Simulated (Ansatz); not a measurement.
# CH5NSi (SMILES C[Si]N) at HF/STO-3G

What is the energy change on altering one bond length of CH5NSi at HF/STO-3G? 

The results are computed with Ansatz 0.2.0.

60 further runs of the same task are left out: 60 set aside as unsound or not needed.

### Step 1. The system as given

CH5NSi: 8 atoms, total charge 0, spin state singlet. As SMILES, `C[Si]N`. The coordinates come from a PBE0-D4/def2-TZVP relaxation. This is one conformer, not always the lowest.

Bond lengths: C1–Si2 1.904 Å, Si2–N3 1.709 Å, C1–H4 1.094 Å, C1–H5 1.094 Å, C1–H6 1.098 Å, N3–H7 1.008 Å, N3–H8 1.010 Å. Angles: C1–Si2–N3 98.7°, Si2–C1–H4 115.0°, Si2–C1–H5 110.7°, Si2–C1–H6 107.9°, Si2–N3–H7 121.7°, Si2–N3–H8 126.1°, H4–C1–H5 108.8°, H4–C1–H6 108.0°, H5–C1–H6 106.1°, H7–N3–H8 112.1°.

### Step 2. The energy at HF/STO-3G

The input, job.yaml:

```yaml
crystal:
  periodic: [false, false, false]
  atoms:
    - {symbol: C, position_ang: [-0.660000, 0.824700, -0.552100]}
    - {symbol: Si, position_ang: [0.963800, 0.653800, 0.427700]}
    - {symbol: "N", position_ang: [0.932200, -1.034400, 0.690700]}
    - {symbol: H, position_ang: [-1.026400, -0.101800, -1.004300]}
    - {symbol: H, position_ang: [-0.562500, 1.583400, -1.334100]}
    - {symbol: H, position_ang: [-1.431400, 1.195000, 0.135900]}
    - {symbol: H, position_ang: [1.651200, -1.501900, 1.220100]}
    - {symbol: H, position_ang: [0.225200, -1.675700, 0.360300]}
basis:
  gaussian:
    orbitals: STO-3G
hamiltonian:
  xc: hf
accuracy: high
output: {orbitals: {seedname: orbitals}}
```

The run is started by

```
ansatz run job.yaml --threads 1 --pin off --max-ram 3480MiB --events-out events.jsonl --progress --plain --runs-dir runs
```

The log of the run:

```text
Warning: RAYON_NUM_THREADS=1 ignored (pool sized by the plan → 1); use --threads N
Functional definition: HF
  name "HF"
  exchange = exact_x
  correlation = 0
456 factors; integrals over basis functions are off by at most 3.8e-9 eV
mean field evaluation 1: about -10329.8755 eV, gradient 1.4e1 eV
mean field evaluation 2: about -10329.9711 eV, gradient 1.4e1 eV
mean field evaluation 4: about -10330.6080 eV, gradient 1.2e0 eV
mean field evaluation 8: about -10330.6152 eV, gradient 6.5e-7 eV
mean field -10330.61520721 eV, -379.6431065224 hartree, gradient 7.1e-8 eV, S^2 0.000000; 0 other end points of the search recorded, 0 dependent functions left out
reference -10330.61520721 eV, -379.6431065224 hartree; 16, 16 occupied and 8, 8 virtual orbitals, 456 factors
Total energy: -10330.61520721 eV, -379.6431065224 hartree
```

It took 0.2 s on 1 thread of AMD EPYC 7R43 (Zen 3), shared host.

### Step 3. The distorted shape

The input, run.yaml:

```yaml
crystal:
  periodic: [false, false, false]
  atoms:
    - symbol: C
      position_ang: [-0.689251, 0.597085, -0.317495]
    - symbol: Si
      position_ang: [0.934549, 0.426185, 0.662305]
    - symbol: N
      position_ang: [0.902949, -1.262015, 0.925305]
    - symbol: H
      position_ang: [-1.055651, -0.329415, -0.769695]
    - symbol: H
      position_ang: [-0.562500, 1.583400, -1.334100]
    - symbol: H
      position_ang: [-1.460651, 0.967385, 0.370505]
    - symbol: H
      position_ang: [1.621949, -1.729515, 1.454705]
    - symbol: H
      position_ang: [0.195949, -1.903315, 0.594905]
basis:
  gaussian:
    orbitals: STO-3G
output: {orbitals: {seedname: orbitals}}
accuracy: high
hamiltonian:
  xc: hf
```

The run is started by

```
ansatz run run.yaml --threads 1 --pin off --max-ram 3480MiB --events-out events.jsonl --progress --plain --runs-dir runs
```

The log of the run:

```text
Warning: RAYON_NUM_THREADS=1 ignored (pool sized by the plan → 1); use --threads N
[... 4 set-up lines as earlier in the session ...]
456 factors; integrals over basis functions are off by at most 6.5e-9 eV
mean field evaluation 1: about -10328.2180 eV, gradient 1.4e1 eV
mean field evaluation 2: about -10328.3056 eV, gradient 1.4e1 eV
mean field evaluation 4: about -10328.9710 eV, gradient 1.3e0 eV
mean field evaluation 8: about -10328.9799 eV, gradient 1.4e-2 eV
mean field -10328.97986275 eV, -379.5830087220 hartree, gradient 8.5e-8 eV, S^2 0.000000; 0 other end points of the search recorded, 0 dependent functions left out
reference -10328.97986275 eV, -379.5830087220 hartree; 16, 16 occupied and 8, 8 virtual orbitals, 456 factors
Total energy: -10328.97986275 eV, -379.5830087220 hartree
```

Wall time 0.18 s (1 thread of AMD EPYC 7R43 (Zen 3), shared host).

### Step 4. Results

At HF/STO-3G:

| quantity | value |
| --- | --- |
| first shape: total energy | -379.64311 Eh |
| first shape: HOMO energy | -5.88 eV |
| first shape: LUMO energy | 7.46 eV |
| first shape: HOMO–LUMO gap | 13.35 eV |
| distorted shape: total energy | -379.58301 Eh |
| distorted shape: HOMO energy | -5.93 eV |
| distorted shape: LUMO energy | 7.35 eV |
| distorted shape: HOMO–LUMO gap | 13.27 eV |
| energy change with the C1–H5 bond stretched from 1.094 to 1.422 Å | 1.635 eV |

What this shows: With the C1–H5 bond stretched from 1.094 to 1.422 Å the energy rises by 1.64 eV (38 kcal/mol). The first shape isn't relaxed at this level, so the change isn't measured from a minimum. The minimal basis adds a large error of its own.
